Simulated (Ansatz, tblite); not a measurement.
# The cluster GeCl2: one state, many levels

How do method and basis change the picture of the cluster GeCl2 (singlet)?

Computed with Ansatz 0.2.0, Gaussian basis. Level: as each input shows.

Levels to be run: GFN1-xTB, GFN2-xTB, PBE-D4/def2-TZVP, r2SCAN-D4/def2-TZVP, ωB97M-V/def2-TZVP, B2PLYP/def2-TZVP, r2SCAN0-D4/def2-TZVP, CAM-B3LYP-D4/def2-TZVP, BLYP-D4/def2-TZVP, PBE+5HF/def2-TZVP, PBE+10HF/def2-TZVP, PBE+15HF/def2-TZVP, PBE+35HF/def2-TZVP, PBE+50HF/def2-TZVP, PBE-D4/def2-SVP, PBE0-D4/def2-SVP, HF/STO-3G, PBE0-D4/def2-TZVPD, PBE-D4/def2-TZVPD, r2SCAN-D4/def2-TZVPD, CCSD(T)/def2-TZVPP, MP2/def2-TZVP, RPA/def2-TZVP, CCSD(T)/def2-TZVPD.

### Step 1. The geometry

The singlet was relaxed beforehand with B3LYP-D4/def2-TZVP. At that level it is the lowest of the isomers that a small search found.

3 atoms, charge 0, spin multiplicity 1.

Bond lengths: Ge1–Cl2 2.205 Å, Ge1–Cl3 2.205 Å. Angles: Cl2–Ge1–Cl3 100.5°.

PBE0-D4/def2-TZVP was run before; its log isn't repeated, and its numbers join the tables.

### Step 2. GFN1-xTB

Tight binding, by tblite at 300 K electronic temperature and without a spin-polarisation term:

```python
tblite.interface.Calculator('GFN1-xTB', numbers, positions, charge=0, uhf=0).singlepoint()
```

Energy -278.8769 eV, HOMO -10.78 eV, LUMO -8.13 eV; 0.002 s.

### Step 3. GFN2-xTB

Tight binding, by tblite at 300 K electronic temperature and without a spin-polarisation term:

```python
tblite.interface.Calculator('GFN2-xTB', numbers, positions, charge=0, uhf=0).singlepoint()
```

Energy -303.8789 eV, HOMO -11.46 eV, LUMO -7.79 eV; 0.002 s.

### Step 4. PBE-D4/def2-TZVP

start.molden holds the orbitals of an earlier run on this state, given as this run's starting guess.

in.yaml reads:

```yaml
crystal:
  periodic: [false, false, false]
  atoms:
    - {symbol: Ge, position_ang: [0.156578, 0.529347, -0.760181]}
    - {symbol: Cl, position_ang: [-1.654582, -0.575627, -0.161140]}
    - {symbol: Cl, position_ang: [1.498004, 0.046280, 0.921331]}
basis:
  gaussian: {orbitals: def2-TZVP, initial_orbitals: start.molden}
hamiltonian: {xc: pbe, dispersion: d4}
scf: {omitted_lower_state_checks: [starts]}
output: {forces: true, orbitals: {seedname: orbitals}}
```

Launch:

```sh
> ansatz run in.yaml --threads 4 --pin off --events-out ev --progress --plain --max-ram 3916MiB
```

Further steps of the session: r2SCAN-D4/def2-TZVP; ωB97M-V/def2-TZVP; B2PLYP/def2-TZVP; r2SCAN0-D4/def2-TZVP; CAM-B3LYP-D4/def2-TZVP; BLYP-D4/def2-TZVP; PBE+5HF/def2-TZVP; PBE+10HF/def2-TZVP; PBE+15HF/def2-TZVP; PBE+35HF/def2-TZVP; PBE+50HF/def2-TZVP; PBE-D4/def2-SVP; PBE0-D4/def2-SVP; HF/STO-3G; PBE0-D4/def2-TZVPD; PBE-D4/def2-TZVPD; r2SCAN-D4/def2-TZVPD; CCSD(T)/def2-TZVPP; MP2/def2-TZVP; RPA/def2-TZVP; CCSD(T)/def2-TZVPD.

Before running them: what should the planned runs give, taken together? Wanted: gap in def2-TZVP, named functionals, smallest and largest; gap over the share of exact exchange; correlation energy, CCSD(T)/def2-TZVPP; correlation energy, MP2/def2-TZVP; correlation energy, CCSD(T)/def2-TZVPD; binding an atom, CCSD(T)/def2-TZVPP; PBE0 total energy, smallest basis above largest.

As calculated:

```
                                                 quantity                                 value
gap in def2-TZVP, named functionals, smallest and largest  3.15 eV (BLYP-D4), 9.04 eV (ωB97M-V)
                     gap over the share of exact exchange          3.18 eV at 0, 6.87 eV at 0.5
                   correlation energy, CCSD(T)/def2-TZVPP                             -17.87 eV
                        correlation energy, MP2/def2-TZVP                             -16.11 eV
                   correlation energy, CCSD(T)/def2-TZVPD                             -17.85 eV
                      binding an atom, CCSD(T)/def2-TZVPP                              2.658 eV
          PBE0 total energy, smallest basis above largest       15.86 eV (def2-SVP, def2-TZVPD)
```

What this shows: Orbital gaps of the named functionals in def2-TZVP span 3.15 eV (BLYP-D4) to 9.04 eV (ωB97M-V); exact exchange widens it. Raising the share of exact exchange from 0 to 0.5 moves the HOMO by -2.24 eV and the LUMO by +1.44 eV. A small miss in a minimal or small basis is a cancelling of errors, not accuracy. The functionals in def2-TZVP miss CCSD(T)/def2-TZVPP by +0.064 (CAM-B3LYP-D4) to +0.259 eV (PBE-D4) an atom. CCSD(T)/def2-TZVPP isn't at the basis-set limit; small misses against it rank nothing.
